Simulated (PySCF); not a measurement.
**Working out the ionisation energy of Al**

Al [Ne] 3s2 3p1 (2P) → Al⁺ [Ne] 3s2 (1S). Calculation: PySCF 2.14, in cc-pVDZ-DK; the spin-free X2C one-electron Hamiltonian (Gaussian nucleus). Frozen: [Ne]. Energies in hartree (1 hartree = 27.21139 eV):

```csv
part,Al (lower),Al⁺ (upper)
UHF,-242.308433,-242.103608
CCSD correlation,-0.047005,-0.038401
(T),-0.000680,0.000000
```

Question: What does Hartree-Fock give?

Answer: (-242.103608) − (-242.308433) = 0.204825 hartree = 5.574 eV.

Question: What do CCSD and CCSD(T) give?

Answer: The CCSD correlation energies differ by 0.008604 hartree = 0.234 eV and the triples by 0.000680 hartree = 0.019 eV, so CCSD gives 5.808 eV and CCSD(T) 5.827 eV.

Measured between the centres of the two terms (NIST): 5.977 eV, so CCSD(T) (valence) is off by -0.150 eV.

A double-zeta basis recovers only part of the correlation energy.

What remains against the reference includes basis incompleteness, the frozen core and higher excitations.
